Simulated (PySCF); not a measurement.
Consider `C[S]` (CH3S•, doublet). Numbering: `[CH3:1][S:2]`

Computed at ωB97X-D3(BJ)/ma-def2-TZVP // PBE0-D3(BJ)/ma-def2-SVP with PySCF (density fitting, grid level 2). Thermal corrections: PBE0-D3(BJ)/ma-def2-SVP frequencies, unscaled, ideal gas at 298.15 K and 1 bar, quasi-RRHO entropy.

Problem. What are the vertical and the adiabatic electron affinity for forming the singlet anion?

Solution. 1.79 eV vertical and 1.82 eV adiabatic, the latter with zero-point energy.

---

Consider `[BH3-]` ([BH3]-•, doublet). Optimised structure (Å), atoms numbered from 1:
```
B     0.0049    0.0022   -0.0121
H     1.1699   -0.3806   -0.0294
H    -0.2443    1.2026    0.0183
H    -0.9100   -0.8147   -0.0226
```

Energies: ωB97X-D3(BJ)/ma-def2-TZVP (PySCF, density fitting, integration grid level 2) on PBE0-D3(BJ)/ma-def2-SVP structures. The prefix ma- adds one diffuse s and one diffuse p function on all atoms but H. Zero-point and thermal terms (298.15 K, 1 bar) come from unscaled PBE0-D3(BJ)/ma-def2-SVP harmonic frequencies, with soft modes damped to free rotors in the entropy.

Problem. What are the vertical and the adiabatic detachment energy for forming the singlet neutral?

Solution. -0.05 eV vertical and 0.00 eV adiabatic, the latter with zero-point energy, which puts it above the vertical value.

Note: the parent anion holds its electron weakly or not at all, so the values hang on the basis.

---

Consider `[OH2+]` ([H2O]+•, doublet). Optimised structure (Å), atoms numbered from 1:
```
O     0.0099    0.3875   -0.0055
H    -0.8107   -0.1911   -0.0830
H     0.8238   -0.2016    0.0637
```

Computed at M06-2X/ma-def2-TZVP // PBE0-D3(BJ)/def2-SVP with PySCF (density fitting, grid level 3). Zero-point and thermal terms (298.15 K, 1 bar) come from unscaled PBE0-D3(BJ)/def2-SVP harmonic frequencies, with soft modes damped to free rotors in the entropy.

(1) What are the vertical and the adiabatic recombination energy for forming the singlet neutral?

## Answers

(1) 12.50 eV vertical and 12.54 eV adiabatic, the latter with zero-point energy.
